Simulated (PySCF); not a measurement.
Molecule: `C=CC(=O)F`, C3H3FO.

Numbering as in the mapped SMILES `[CH2:1]=[CH:2][C:3](=[O:4])[F:5]`. Hydrogens are named by the atom that carries them. Ha(C1) is cis to C3; Hb(C1) is trans to C3.

Geometry PBE0-D3(BJ)/def2-SVP throughout; GIAO in PySCF 2.14, gas phase, one conformer, non-relativistic; equivalent atoms averaged; functional PBE0.

(1) How do the absolute shieldings σ depend on the basis set? (ppm; last column core-seconds on 1 thread of an Intel Xeon Platinum 8488C, shared host)

(2) Which nucleus moves most, in ppm?

(3) Taking the largest basis, def2-TZVP (173 functions), as the yardstick, rank the others by their worst heavy-atom deviation.

## Answers

(1) 
```csv
basis set,functions,C1,C3,C2,O4,F5,Ha(C1),H(C2),Hb(C1),core-s
STO-3G,28,120.9,122.0,126.3,-62.5,206.2,26.04,26.34,26.64,1.4
6-31G,51,61.4,43.7,75.5,-84.2,142.1,25.11,26.22,25.98,2.9
6-31G*,76,58.1,45.0,73.7,-43.0,163.8,24.97,26.03,25.74,3.8
def2-SVP,85,53.1,39.5,69.2,-55.0,165.8,24.32,25.46,25.10,4.1
"6-311+G(2d,p)",153,40.0,25.0,56.6,-74.5,142.3,24.30,25.19,25.12,8.6
def2-TZVP,173,38.9,23.6,55.5,-76.5,141.5,24.27,25.18,25.09,11
```

(2) C3 (carbonyl carbon): from 23.6 ppm with def2-TZVP to 122.0 ppm with STO-3G. The smallest spread is 1.16 ppm, at H(C2). Proton shifts span only some 12 ppm, so a few tenths of a ppm matter as much there as several ppm in carbon.

(3) 6-311+G(2d,p) 2.0 ppm (153 functions), 6-31G 22.6 ppm (51 functions), def2-SVP 24.3 ppm (85 functions), 6-31G* 33.5 ppm (76 functions), STO-3G 98.4 ppm (28 functions).

A small basis that lands close on one nucleus may do so by chance; judge by the trend and by all nuclei.
